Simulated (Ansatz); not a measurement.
System: YF3 (Pnma, No. 62). Method: B3LYP (VWN-RPA form) in Ansatz (plane waves, PAW).

Numerical settings: plane-wave cutoff 460 eV, 4×4×6 k mesh (along the axes of the cell as run), Fermi–Dirac smearing 0.01 eV, scalar-relativistic PAW data made under PBE.

Cell (measured lattice):

```cif
data_F12Y4
_chemical_formula_sum 'Y4 F12'
_space_group_name_H-M_alt 'Pnma'
_space_group_IT_number 62
_space_group_name_Hall '-P 2ac 2n'
_cell_length_a 6.35370
_cell_length_b 6.85450
_cell_length_c 4.39530
_cell_angle_alpha 90.000
_cell_angle_beta 90.000
_cell_angle_gamma 90.000
loop_
_space_group_symop_operation_xyz
  'x, y, z'
  '-x, -y, -z'
  '-x+1/2, -y, z+1/2'
  'x+1/2, y, -z+1/2'
  'x+1/2, -y+1/2, -z+1/2'
  '-x+1/2, y+1/2, z+1/2'
  '-x, y+1/2, -z'
  'x, -y+1/2, z'
loop_
_atom_site_label
_atom_site_type_symbol
_atom_site_symmetry_multiplicity
_atom_site_Wyckoff_symbol
_atom_site_fract_x
_atom_site_fract_y
_atom_site_fract_z
_atom_site_occupancy
Y1 Y 4 c 0.36730 0.25000 0.05910 1
F1 F 4 c 0.02270 0.25000 0.90900 1
F2 F 8 d 0.16520 0.06430 0.37550 1
```

**Question.** Predict the band gap.

**Answer.** 
* **band gap**: 10.48 eV

Note: cell and atoms aren't relaxed at this level (largest force component 0.12 eV/Å, pressure 4.1 GPa).

Spin–orbit coupling is not included.

Static lattice: no zero-point or thermal effects.

Ansatz is a program for electronic structure.
